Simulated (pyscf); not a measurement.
H₃C–Si(OH)(OH)–OH + H• -> H₃C–Si(O•)(OH)–OH + H₂ (hydrogen abstraction; doublet surface; H–O broken, H–H formed). Structures and frequencies: ωB97X-D3(BJ)/def2-SVP in PySCF. Energies in kcal/mol from the separated reactants.

```json
[
 {"level": "ωB97X-D3(BJ)/def2-TZVP", "barrier": "19.6", "reaction energy": "+15.9"},
 {"level": "PBE/def2-TZVP", "barrier": "(withheld)", "reaction energy": "+16.5"},
 {"level": "B3LYP-D3(BJ)/def2-TZVP", "barrier": "13.7", "reaction energy": "+12.4"},
 {"level": "PBE0-D3(BJ)/def2-TZVP", "barrier": "(withheld)", "reaction energy": "(withheld)"},
 {"level": "ωB97M-D3(BJ)/def2-TZVP", "barrier": "20.2", "reaction energy": "+16.4"},
 {"level": "HF/def2-TZVP", "barrier": "25.8", "reaction energy": "+7.0"}
]
```

**Question.** Some entries are withheld; supply them.

**Answer.** 
- PBE/def2-TZVP, barrier: 14.2
- PBE0-D3(BJ)/def2-TZVP, barrier: 18.4
- PBE0-D3(BJ)/def2-TZVP, reaction energy: +17.3

At PBE this geometry lies under the product side: in single points on another level's saddle the reverse barrier vanishes, and the forward threshold there is about the reaction energy. This is the saddle that the search found; another between the same sides may lie lower. The angle at the transferred H is 160°.
